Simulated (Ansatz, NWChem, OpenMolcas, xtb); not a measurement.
**Loss of CO: BH3(CO) → BH3 + CO**

Gas-phase species: BH3(CO) (Borane carbonyl), singlet; BH3 (borane) `B`, singlet; CO (carbon monoxide), singlet. This is a balance of energies; it says nothing on the path, which may need atoms to shift.

Shapes, held fixed at every level: PBE0-D4/def2-TZVP. Programs: Ansatz 0.2.0, NWChem 7.3.0, OpenMolcas 26.06, xtb 6.7.1. A level may come from different programs for different species; with the same settings they agree closely. The zero-point and thermal change to 298 K, harmonic and unscaled (PBE0-D4/def2-TZVP), is -8.5 kJ/mol.

| level | kind | ΔH(298 K) (kJ/mol) |
| --- | --- | --- |
| GFN1-xTB | semi-empirical | +211.9 |
| HF/STO-3G | Hartree–Fock | +72.5 |
| HF/3-21G | Hartree–Fock | +46.1 |
| HF/def2-SVP | Hartree–Fock | +22.6 |
| B3LYP/6-31G* (spherical functions) | global hybrid | +120.3 |
| PBE0/def2-SVP | global hybrid | +150.0 |

PBE0/def2-SVP gives ΔH(298 K) = +150.0 kJ/mol; the levels span +22.6 to +211.9. GFN1-xTB strays far from the other rows. The median of the levels is +96.4. No measured value is set beside it here. PBE0/def2-SVP lies outside the range of the other correlated levels here, so it shouldn't be taken on trust. Rows in sets without polarisation functions are far from converged.
